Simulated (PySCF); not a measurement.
Molecule: `CC(C)CO`, C$_{4}$H$_{10}$O.

Cartesian coordinates in Å; atom numbers follow the order of the lines, from 1:
```xyz
15

C     0.251    1.423   -0.398
C     0.158   -0.097   -0.402
C     1.453   -0.749    0.063
C    -1.015   -0.578    0.438
O    -2.205   -0.049   -0.084
H     1.038    1.776   -1.083
H     0.494    1.797    0.611
H    -0.704    1.870   -0.705
H    -0.049   -0.426   -1.437
H     2.300   -0.438   -0.567
H     1.394   -1.848    0.026
H     1.691   -0.460    1.101
H    -0.852   -0.260    1.491
H    -1.029   -1.687    0.437
H    -2.926   -0.275    0.509
```

Geometry PBE0-D3(BJ)/def2-SVP throughout; GIAO in PySCF 2.14.0 with density-fitted response routines, gas phase, one conformer, non-relativistic; equivalent atoms averaged; functional PBE0.

Q: How do the shifts δ (against TMS, H2O at the same level) depend on the basis set? (ppm; last column core-seconds on shared hosts with different chips, so compare them loosely)

A: 
```csv
basis set,functions,C4,C2,C1/C3,O5,H13/H14,H9,H6/H7/H8/H10/H11/H12,H15,core-s
STO-3G,35,57.1,29.2,22.3,-7.3,1.63,1.27,0.80,-2.29,6.4
6-31G,65,67.6,30.3,20.6,19.0,3.50,2.12,1.10,-0.49,14
pcSseg-0,65,74.8,30.6,22.3,23.8,3.47,1.84,1.08,-0.69,3.6
6-31G*,90,67.0,29.3,19.5,18.9,3.45,1.97,0.93,-0.23,17
def2-SVP,120,67.9,29.6,19.6,28.3,3.18,1.59,0.79,-0.26,23
cc-pVDZ,120,69.3,33.6,20.5,30.4,3.32,1.62,0.83,-0.49,8.4
pcSseg-1,135,72.1,31.8,20.3,30.5,3.36,1.60,0.90,0.13,14
"6-311+G(2d,p)",195,70.5,32.4,19.2,27.3,3.40,1.78,0.87,-0.25,47
aug-cc-pVDZ,205,68.5,33.9,19.1,28.8,3.49,1.79,0.95,0.03,16
def2-TZVP,215,72.7,33.2,20.1,30.0,3.38,1.80,0.88,-0.19,51
IGLO-III,275,73.6,33.8,20.4,28.7,3.41,1.76,0.88,0.02,26
cc-pVTZ,290,71.7,32.8,20.0,31.7,3.37,1.73,0.87,0.03,27
pcSseg-2,320,74.5,34.2,20.9,29.1,3.37,1.77,0.90,0.24,36
```

Q: Which nucleus moves most, in ppm?

A: O5 (alcohol oxygen): from -7.3 ppm with STO-3G to 31.7 ppm with cc-pVTZ. The smallest spread is 0.31 ppm, at H6/H7/H8/H10/H11/H12. Proton shifts span only some 12 ppm, so a few tenths of a ppm matter as much there as several ppm in carbon.

Q: Taking the largest basis, pcSseg-2 (320 functions), as the yardstick, rank the others by their worst heavy-atom deviation.

A: IGLO-III 0.9 ppm (275 functions), def2-TZVP 1.8 ppm (215 functions), pcSseg-1 2.4 ppm (135 functions), cc-pVTZ 2.8 ppm (290 functions), 6-311+G(2d,p) 4.0 ppm (195 functions), cc-pVDZ 5.2 ppm (120 functions), pcSseg-0 5.4 ppm (65 functions), aug-cc-pVDZ 6.0 ppm (205 functions), def2-SVP 6.6 ppm (120 functions), 6-31G 10.1 ppm (65 functions), 6-31G* 10.2 ppm (90 functions), STO-3G 36.4 ppm (35 functions).

A small basis that lands close on one nucleus may do so by chance; judge by the trend and by all nuclei.
